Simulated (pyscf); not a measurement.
HN=Ga–OH + H₂ → HO–Ga [singlet] + NH₃, a concerted two-bond exchange (singlet surface; Ga–N, H–H broken, H–N, H–N formed). Single points on ωB97X-D3(BJ)/def2-SVP structures (PySCF, gas phase). Energies in eV from the separated reactants.

Small-basis levels: PySCF, no dispersion term, spherical d functions. AM1 to PM7: differences of heats of formation from MOPAC, which are fitted to 298 K values and so differ in kind from electronic energies by zero-point and thermal terms. Cost: rough CPU time at the saddle relative to B3LYP/6-31G*+LANL2DZ, from one job on a shared machine.

```json
[
 {"level": "HF/STO-3G", "barrier": "4.29", "reaction energy": "+0.03", "cost": "0.1"},
 {"level": "HF/3-21G", "barrier": "1.30", "reaction energy": "-2.76", "cost": "0.1"},
 {"level": "B3LYP/STO-3G", "barrier": "3.71", "reaction energy": "+2.56", "cost": "2"},
 {"level": "M06-2X/6-31G*+LANL2DZ", "barrier": "1.46", "reaction energy": "-2.32", "cost": "3"},
 {"level": "B3LYP/6-311+G**+LANL2DZ", "barrier": "1.03", "reaction energy": "-2.56", "cost": "2"},
 {"level": "B3LYP/def2-SVP", "barrier": "0.98", "reaction energy": "-2.56", "cost": "2"},
 {"level": "PM7", "barrier": "1.31", "reaction energy": "-2.15", "cost": "under 0.02"},
 {"level": "ωB97M-D3(BJ)/def2-TZVP", "barrier": "1.44", "reaction energy": "-2.62", "cost": "–"}
]
```

Against the last row the barrier runs from -0.46 (B3LYP/def2-SVP) to +2.85 eV (HF/STO-3G). ωB97M-D3(BJ)/def2-TZVP has limits of its own. On the product side the descent ends in an adduct with a Ga–N contact, 0.54 eV under the separated species and 4.56 eV under the saddle at ωB97X-D3(BJ)/def2-TZVP. What is counted as broken (Ga–N) persists as a longer contact in the product adduct; parting that adduct is a step of its own. At ωB97X-D3(BJ)/def2-TZVP the barrier from the zero used here is 1.58 eV. HN=Ga–OH lies 0.43 eV over its isomer H₂N–Ga=O (electronic energy, ωB97M-D3(BJ)/def2-TZVP). This is the saddle that the search found; another between the same sides may lie lower. A restricted solution here is unstable towards spin polarisation, so biradical character is likely and single-reference numbers are less safe. In the def2 sets elements up to Kr have no core potential.
